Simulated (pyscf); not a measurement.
# Addition: allene (H₂C=C=CH₂) + ethyl (•H₂C–CH₃) → •H₂C–C(=CH₂)–CH₂–CH₃

Gas phase, doublet surface, charge 0. Bonds broken: none. Bonds formed: C2–C9. Optimised with ωB97X-D3(BJ)/def2-SVP in PySCF.

Transition state (Å):

```xyz
14

C     -0.0739     0.8282    -1.5049
C     -0.7569     0.0628    -0.6761
C     -1.7555    -0.7425    -0.2863
H     -0.4454     0.9739    -2.5256
H      0.8548     1.3318    -1.2251
H     -2.6338    -0.3380     0.2277
H     -1.6523    -1.8312    -0.3428
C      0.0119    -0.5791     2.3172
C      0.5938     0.2321     1.2048
H      0.6349    -0.5174     3.2302
H     -0.9971    -0.2289     2.5875
H     -0.0617    -1.6440     2.0449
H      0.5213     1.3231     1.2703
H      1.4922    -0.1473     0.7059
```

One imaginary mode, 541i cm⁻¹; descent along it reached the two sides named.

```
bond   change  reactant side (Å)  saddle  product side
-----  ------  -----------------  ------  ------------
C2–C9   forms                4.1   2.322         1.527
```

Electronic energies relative to the separated reactants (eV):

| level | barrier | reaction energy | reverse barrier |
|---|---|---|---|
| ωB97X-D3(BJ)/def2-TZVP | 0.32 | -2.25 | 2.57 |
| PBE/def2-TZVP | 0.28 | -1.99 | 2.27 |
| r²SCAN/def2-TZVP | 0.27 | -2.11 | 2.38 |
| B3LYP-D3(BJ)/def2-TZVP | 0.29 | -2.04 | 2.33 |
| PBE0-D3(BJ)/def2-TZVP | 0.27 | -2.25 | 2.51 |
| M06-2X/def2-TZVP | 0.36 | -2.06 | 2.41 |
| ωB97M-D3(BJ)/def2-TZVP | 0.35 | -2.11 | 2.46 |
| HF/def2-TZVP | 0.63 | -2.02 | 2.65 |

With ωB97M-D3(BJ)/def2-TZVP energies and thermal terms (ideal gas, 1 atm, RRHO with modes under 100 cm⁻¹ raised to 100, one conformer, R ln 2 for chiral ones without a mode under 150 cm⁻¹), in eV:

```tsv
T (K)	ΔH‡	ΔG‡	ΔH	ΔG
298	0.39	0.86	-1.95	-1.40
600	0.41	1.32	-1.95	-0.85
900	0.43	1.78	-1.92	-0.31
1200	0.46	2.22	-1.88	+0.22
```

This is the saddle that the search found; another between the same sides may lie lower.
